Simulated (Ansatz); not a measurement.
Which isomer of CH4FNO+ gives these data?

These gas-phase data were calculated for one isomer of CH4FNO+ at PBE0-D3(BJ)/def2-SVP (harmonic, unscaled wavenumbers; equilibrium rotational constants with average atomic masses):

```
rotational constants            : 9.974, 9.194, 5.313 GHz
all wavenumbers above 1500 cm⁻¹ : 3506, 3486, 3391, 2933, 1607, 1595
```

Candidates:

(1) the doublet with the links of `[NH3+][C@H]([O])F`
(2) the doublet with the links of `[NH3+][C](O)F`

Problem. Assign the data to one candidate and say why.

Solution. Candidate (1). The band at 2933 cm⁻¹ lies where the C–H stretch is expected; (2) has no mode between 2750 and 3290 cm⁻¹.

The same quantities for all candidates:

```
     rotational constants (GHz)         wavenumbers above 1500 cm⁻¹  E above the lowest, PBE0-D3(BJ)/def2-SVP (kcal/mol)
(1)         9.974, 9.194, 5.313  3506, 3486, 3391, 2933, 1607, 1595                                                 16.4
(2)         10.09, 9.439, 5.163  3794, 3506, 3460, 3339, 1599, 1590                                                  0.0
```

Harmonic stretches to hydrogen usually lie a few per cent above observed fundamentals. Each candidate is one conformer. Open shells are spin-unrestricted. Programs: Ansatz 0.2.0.
